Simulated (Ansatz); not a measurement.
Basis-set extrapolation for `CC(F)C(=N)O` (PBE0-D4/def2-TZVP geometry, frozen core, Ansatz). Multiplicity 1, RHF reference.

|  | def2-TZVPP | def2-QZVPP |
| --- | --- | --- |
| HF | -345.989446 | -346.004991 |
| MP2 correlation | -1.186379 | -1.276568 |
| CCSD(T) correlation | -1.263269 | not run |

Energies in hartree. Use E(X) = E(∞) + A·exp(−7.88·√X) for Hartree–Fock and E(X) = E(∞) + B·X^(−2.97) for correlation, with X = 3 and 4, and add CCSD(T) minus MP2 of the smaller set to the MP2 limit.

What is the CCSD(T) energy at the basis-set limit?

HF limit: -346.004991 + (-0.015545) × 0.13774 = -346.00713. MP2 limit: -1.276568 + (-0.090189) × 0.74074 = -1.34337. Higher-order term: -1.263269 − (-1.186379) = -0.07689. Total: -347.42739 hartree, 4.75 eV below CCSD(T)/def2-TZVPP.
